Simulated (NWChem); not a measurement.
# AlH3 (SMILES [AlH3]) at 6 levels

Wanted: a comparison of 6 runs (HF/3-21G, HF/def2-SVP, B2PLYP/cc-pVDZ, PBE0/def2-SVP, B3LYP/6-311+G**, CCSD(T)/6-31G**) of AlH3. 

Program for the calculation: NWChem 7.3.0.

## Step 1: The molecule

AlH3: 4 atoms, total charge 0, spin state singlet. SMILES: `[AlH3]`. Geometry: relaxed at PBE0-D4/def2-TZVP.

Bond lengths: Al1–H2 1.586 Å, Al1–H3 1.586 Å, Al1–H4 1.586 Å. Angles: H2–Al1–H3 120.0°, H2–Al1–H4 120.0°, H3–Al1–H4 120.0°.

## Step 2: Energy and forces at HF/3-21G (run 1)

Contents of alh3.nw:

```
echo
start alh3
title "AlH3"
memory total 2200 mb

geometry units angstroms noautosym nocenter noautoz
  Al     0.013700    -0.014800    -0.005100
  H      0.633200     0.670900     1.283600
  H     -1.340800    -0.832000     0.105100
  H      0.749400     0.115700    -1.403900
end

basis "ao basis" spherical bse
  Al library 3-21G
  H library 3-21G
end

scf
  thresh 1e-08
  maxiter 80
  print low
end

task scf gradient
```

Run with:

```
$ nwchem alh3.nw > alh3.out
```

The log of the run:

```text
[...]
  functions       =    19
[...]
  wavefunction    = RHF
[...]
         Total SCF energy =   -242.283958266137
      One-electron energy =   -364.005321074253
      Two-electron energy =    108.129171008641
 Nuclear repulsion energy =     13.592191799475
        Time for solution =      0.1s
[...]
                         RHF ENERGY GRADIENTS
    atom               coordinates                        gradient
                 x          y          z           x          y          z
   1 Al      0.025889  -0.027968  -0.009638   -0.000036   0.000029   0.000011
   2 H       1.196574   1.267817   2.425652   -0.001555  -0.001743  -0.003251
   3 H      -2.533745  -1.572252   0.198610    0.003433   0.002054  -0.000278
   4 H       1.416161   0.218641  -2.652986   -0.001841  -0.000341   0.003517
 Task  times  cpu:        0.2s     wall:        0.2s
 Total times  cpu:        0.2s     wall:        0.2s
```

Run time: 0.76 s. Hardware: 1 thread of Intel Xeon Platinum 8259CL at 2.50GHz (Skylake/Cascade Lake), shared host; peak memory 0.098 GiB.

## Step 3: Energy and gradient at HF/def2-SVP (run 2)

Contents of alh3.nw:

```
start alh3
memory stack 880 mb heap 220 mb global 1100 mb
charge 0

geometry units angstrom noautosym nocenter noautoz
  Al     0.013700    -0.014800    -0.005100
  H      0.633200     0.670900     1.283600
  H     -1.340800    -0.832000     0.105100
  H      0.749400     0.115700    -1.403900
end

basis spherical bse
  Al library def2-SVP
  H library def2-SVP
end

scf
  thresh 1e-08
  maxiter 80
end

task scf gradient
```

Run with:

```
$ nwchem alh3.nw > alh3.out
```

The log of the run:

```text
[...]
  functions       =    33
[...]
  wavefunction    = RHF
[...]
         Total SCF energy =   -243.555867123456
      One-electron energy =   -365.503017785156
      Two-electron energy =    108.354958862225
 Nuclear repulsion energy =     13.592191799475
        Time for solution =      0.6s
[...]
                         RHF ENERGY GRADIENTS
    atom               coordinates                        gradient
                 x          y          z           x          y          z
   1 Al      0.025889  -0.027968  -0.009638   -0.000039   0.000035   0.000010
   2 H       1.196574   1.267817   2.425652    0.000686   0.000738   0.001412
   3 H      -2.533745  -1.572252   0.198610   -0.001467  -0.000903   0.000121
   4 H       1.416161   0.218641  -2.652986    0.000820   0.000131  -0.001543
[...]
```

Run time: 1.4 s. Hardware: 1 thread of Intel Xeon Platinum 8259CL at 2.50GHz (Skylake/Cascade Lake), shared host; peak memory 0.099 GiB.

Runs 3 to 5 aren't shown in full; the table further down has their settings and results.

## Step 4: The energy at CCSD(T)/6-31G(d,p) (spherical functions) (run 6)

Contents of sp.nw:

```
echo
START sp
TITLE "AlH3"
memory 2200 mb

GEOMETRY units au noautosym nocenter noautoz
  Al     0.02588925    -0.02796795    -0.00963760
  H      1.19657458     1.26781726     2.42565245
  H     -2.53374479    -1.57225214     0.19861022
  H      1.41616076     0.21864131    -2.65298651
END

BASIS spherical bse
  * library 6-31G**
END

SCF
  singlet
  rhf
  thresh 1e-08
  maxiter 80
END

CCSD
  freeze core 5
  maxiter 60
END

TASK ccsd(t)
```

Run with:

```
$ nwchem sp.nw > sp.out
```

The log of the run:

```text
[...]
  functions       =    33
[...]
  wavefunction    = RHF
[...]
         Total SCF energy =   -243.618370011388
      One-electron energy =   -365.632377575988
      Two-electron energy =    108.421816752570
 Nuclear repulsion energy =     13.592190812029
        Time for solution =      1.3s
[...]
 Total MP2 energy:           -243.689449606108809
[...]
             energy      energy      error      ampl     ampl      Block
                                                time     time      time
[...]
 Total CCSD energy:           -243.709551973305565
[...]
 Total CCSD+T(CCSD) energy:           -243.710572775344758
[...]
 Total CCSD(T) energy:                -243.710555787923369
[...]
```

Run time: 5.7 s. Hardware: 1 thread of Intel Xeon Platinum 8259CL at 2.50GHz (Skylake/Cascade Lake), shared host; peak memory 0.099 GiB.

## Step 5: The series

```csv
run,level,task,iteration cap,energy (Eh),largest force (eV/Å),wall time
1,HF/3-21G,gradient,80,-242.283958,0.206,0.76 s
2,HF/def2-SVP,gradient,80,-243.555867,0.090,1.4 s
3,B2PLYP/cc-pVDZ,energy,100,-244.062524,–,7.5 s
4,PBE0/def2-SVP,gradient,100,-243.992059,0.062,5.4 s
5,B3LYP/6-311+G**,gradient,100,-244.229096,0.032,8.4 s
6,CCSD(T)/6-31G** (spherical functions),energy,80,-243.710556,–,5.7 s
```

## Step 6: What came out

```
                                          quantity          value
                               run 6: total energy  -243.71056 Eh
        run 6: HOMO energy (Hartree–Fock orbitals)      -11.69 eV
        run 6: LUMO energy (Hartree–Fock orbitals)        0.91 eV
      run 6: HOMO–LUMO gap (Hartree–Fock orbitals)       12.59 eV
run 6: correlation energy (5 core orbitals frozen)      -92.2 mEh
                             run 6: (T) correction      -1.00 mEh
```

In words: Over runs 2, 4, 5 the HOMO–LUMO gap runs from 6.38 eV (B3LYP/6-311+G**) to 12.75 eV (HF/def2-SVP). The two ends differ in method and basis. Totals of different functionals can't be ranked against each other. All runs together took 29 s, the longest 8.4 s.
